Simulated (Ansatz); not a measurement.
in.yaml

```yaml
crystal:
  periodic: [false, false, false]
  atoms:
    - {symbol: Si, position_ang: [0.000000, 0.000000, 0.000000]}
    - {symbol: Si, position_ang: [0.000000, 0.000000, 2.254714]}
basis:
  gaussian: {orbitals: 6-31G}
magnetization: {spin_polarized: false, initial_magnetization: 2}
correlation: {method: ccsdt_q, electrons: outside_noble_gas}
accuracy: high
scf: {lower_state_search: light}
```

```sh
$ ansatz run in.yaml --threads 1 --pin off --events-out ev --progress --plain --max-ram 2393MiB
```

Q: Roughly how long does this take on 1 thread of Arm Neoverse V2, shared host, and how much host memory?

A: 4.5 s wall and 0.17 GiB.

```
504 factors; integrals over basis functions are off by at most 3.5e-9 eV
mean field evaluation 1: about -15718.9965 eV, gradient 3.2e0 eV
mean field evaluation 2: about -15718.9998 eV, gradient 3.2e0 eV
mean field evaluation 4: about -15719.1245 eV, gradient 2.1e-1 eV
mean field evaluation 8: about -15719.1251 eV, gradient 1.2e-4 eV
mean field evaluation 16: about -15719.4773 eV, gradient 1.8e0 eV
mean field evaluation 32: about -15719.1251 eV, gradient 2.6e-4 eV
mean field evaluation 64: about -15719.1250 eV, gradient 6.2e-2 eV
mean field evaluation 96: about -15716.7149 eV, gradient 2.7e-3 eV
mean field evaluation 128: about -15719.1251 eV, gradient 2.2e-2 eV
mean field evaluation 160: about -15716.7149 eV, gradient 8.7e-4 eV
...
cycle  17  -3.22309855 eV  change   -3.8e-7 eV  update   4.5e-7
cycle  18  -3.22309851 eV  change    4.0e-8 eV  update   1.8e-7
cycle  19  -3.22309845 eV  change    5.2e-8 eV  update   8.8e-8
cycle  20  -3.22309842 eV  change    3.4e-8 eV  update   4.0e-8
cycle  21  -3.22309836 eV  change    5.6e-8 eV  update   3.6e-8
cycle  22  -3.22309834 eV  change    2.2e-8 eV  update   1.8e-8
cycle  23  -3.22309833 eV  change    1.6e-8 eV  update   9.9e-9
cycle  24  -3.22309832 eV  change    2.3e-9 eV  update   3.5e-9
cycle  25  -3.22309832 eV  change   7.5e-10 eV  update   1.6e-9
cycle  26  -3.22309832 eV  change   5.4e-10 eV  update  8.9e-10
perturbative correction -0.03571347 eV, -0.0013124457 hartree
Total energy: -15722.38388746 eV, -577.7869508496 hartree
```
